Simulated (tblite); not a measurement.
Species: C₄H₁₀NO (doublet state).
Bonds: C1–C2, C2–C3, C2–C4, C2–N5, N5–O6. Hydrogens: H7, H8, H9 on C1; H10, H11, H12 on C3; H13, H14, H15 on C4; H16 on N5.

Computed with GFN2-xTB (tblite), gas phase: L-BFGS steps from a force-field or distance-geometry start until the largest atomic force falls under 0.01 eV/Å.

Step 70: E = -559.4617 eV
```
atom  x, y, z in Å  |  force x, y, z in eV/Å
C1     -0.8942    0.6127    1.0103   -0.032  -0.005  -0.028
C2     -0.0167   -0.0420   -0.0690    0.012  -0.006  -0.074
C3      0.9664   -1.0244    0.5605   -0.015   0.009   0.011
C4      0.6947    1.0319   -0.8899    0.066  -0.018  -0.005
N5     -0.8798   -0.7960   -0.9680   -0.017   0.048   0.003
O6     -1.3626   -1.9355   -0.6594    0.002   0.020  -0.035
H7     -1.3416   -0.1543    1.6383    0.006   0.026  -0.011
H8     -0.3074    1.2881    1.6271    0.030  -0.058   0.018
H9     -1.6911    1.1837    0.5394   -0.041   0.041   0.019
H10     1.6324   -1.4436   -0.1926   -0.052   0.062   0.037
H11     0.3967   -1.8371    1.0043    0.072  -0.032   0.033
H12     1.5549   -0.5294    1.3262    0.024  -0.020   0.020
H13    -0.0213    1.6825   -1.3880   -0.024   0.005   0.016
H14     1.3126    1.6427   -0.2350   -0.016  -0.027  -0.039
H15     1.3368    0.5825   -1.6454   -0.037  -0.013   0.025
H16    -1.3873   -0.2527   -1.6702    0.022  -0.034   0.009
```

Step 71: E = -559.4627 eV
```
atom  x, y, z in Å  |  force x, y, z in eV/Å
C1     -0.8958    0.6115    1.0098   -0.035   0.034  -0.002
C2     -0.0176   -0.0403   -0.0706    0.003  -0.020  -0.051
C3      0.9663   -1.0216    0.5600   -0.012  -0.002   0.028
C4      0.6946    1.0338   -0.8899    0.048  -0.023  -0.020
N5     -0.8796   -0.7969   -0.9677   -0.019   0.056  -0.024
O6     -1.3608   -1.9368   -0.6583    0.002   0.016  -0.027
H7     -1.3480   -0.1598    1.6296    0.001   0.043  -0.016
H8     -0.3060    1.2777    1.6357    0.013  -0.078  -0.002
H9     -1.6890    1.1944    0.5439   -0.004   0.001   0.025
H10     1.6253   -1.4512   -0.1939   -0.055   0.077   0.043
H11     0.3977   -1.8288    1.0154    0.069  -0.028   0.025
H12     1.5614   -0.5227    1.3185    0.025  -0.022   0.008
H13    -0.0215    1.6857   -1.3877   -0.001  -0.001   0.035
H14     1.3151    1.6407   -0.2331   -0.031  -0.027  -0.060
H15     1.3337    0.5821   -1.6467   -0.029  -0.001   0.026
H16    -1.3834   -0.2588   -1.6764    0.024  -0.027   0.013
```

Problem. Estimate the geometry and energy of step 72. (The exact step hangs on the optimiser's Hessian estimate; all steps are aligned on step 71, rigid shifts and turns removed.)

Solution. E = -559.4641 eV, largest force 0.100 eV/Å
```
atom  x, y, z in Å  |  force x, y, z in eV/Å
C1     -0.8981    0.6113    1.0072   -0.020   0.024   0.038
C2     -0.0192   -0.0392   -0.0740   -0.017  -0.030   0.012
C3      0.9656   -1.0185    0.5606   -0.005   0.001   0.046
C4      0.6954    1.0348   -0.8904    0.015  -0.015  -0.007
N5     -0.8802   -0.7972   -0.9686   -0.007   0.007  -0.023
O6     -1.3600   -1.9382   -0.6591    0.012   0.028  -0.021
H7     -1.3531   -0.1631    1.6212   -0.008   0.038  -0.014
H8     -0.3044    1.2670    1.6396    0.022  -0.062   0.008
H9     -1.6896    1.2041    0.5517    0.005  -0.012  -0.014
H10     1.6189   -1.4549   -0.1931   -0.037   0.071   0.024
H11     0.4028   -1.8230    1.0278    0.042  -0.018   0.010
H12     1.5667   -0.5164    1.3127    0.018  -0.011  -0.007
H13    -0.0203    1.6910   -1.3840    0.014   0.001   0.045
H14     1.3201    1.6349   -0.2305   -0.041  -0.029  -0.086
H15     1.3280    0.5818   -1.6503    0.002  -0.003   0.007
H16    -1.3803   -0.2653   -1.6824    0.005   0.008  -0.016
```

The energy changes by -0.0014 eV. The first-order estimate −F·Δx gives -0.0021 eV and the mean of the old and new forces, exact on a quadratic surface, -0.0014 eV. The step makes an angle of 74° with the force vector and moves no atom by more than 0.015 Å.

What follows is the cost of the whole relaxation. Hardware: one thread, Arm Neoverse N1 (aarch64), shared host with 64 logical CPUs at a one-minute load of 53. Cost: 0.78 s wall.
